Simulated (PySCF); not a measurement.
**Which basis set comes closest?**

Molecule: Phosphorus pentafluoride (SMILES F[P@TB1](F)(F)(F)F).

Structure with atom numbers: `[F:1][P@TB1:2]([F:3])([F:4])([F:5])[F:6]`.

Geometry PBE0-D3(BJ)/def2-SVP throughout; GIAO in PySCF 2.14, gas phase, one conformer, non-relativistic; equivalent atoms averaged; functional PBE0.

Reference values (measured; NMR Tables: representative 31P chemical shifts referenced to 85 % H3PO4 (instrument maker's almanac)): δ(P2) = -80.3 ppm vs 85 % H3PO4. Computed shifts are taken against H3PO4, calculated as an isolated molecule at each level.

Question: How do the basis sets STO-3G, 6-31G, 6-31G*, def2-SVP, 6-311+G(2d,p), def2-TZVP perform against the reference? Times are CPU seconds on 1 thread of an Arm Neoverse V1, shared host.

Answer: 
```
    basis set  functions     P2  abs. error P  core-s
       STO-3G         34   -8.8          71.5     1.6
        6-31G         58  -15.5          64.8     3.1
       6-31G*         88  -42.5          37.8     4.5
     def2-SVP         88  -47.2          33.1     4.1
6-311+G(2d,p)        170  -63.4          16.9      10
    def2-TZVP        192  -69.5          10.8      12
```

For 31P the closest is def2-TZVP (10.8 ppm) and the furthest STO-3G (71.5 ppm). Where a smaller basis beats a larger one, errors probably cancel. One molecule is a small sample, and vibrational and solvent effects are absent from the calculation.

A small basis that lands close on one nucleus may do so by chance; judge by the trend and by all nuclei.
